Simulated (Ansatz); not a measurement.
`B[SiH2]N`, charge 0, multiplicity 1.

(1) Give a relaxed structure at PBE0-D4/def2-TZVP (the Gaussian-basis code of Ansatz). (An estimate is asked.)

## Answers

(1) The calculation gave: 
Z-matrix (Å, degrees):
```
Si
N 1 1.724
B 1 2.002 2 111.8
H 1 1.490 2 107.5 3 -124.1
H 1 1.506 2 115.5 3 118.8
H 2 1.007 1 120.4 3 176.1
H 2 1.007 1 119.2 3 -40.9
H 3 1.197 1 120.1 2 -164.6
H 3 1.197 1 122.8 2 18.8
```
This is one stationary point; other conformers may exist.
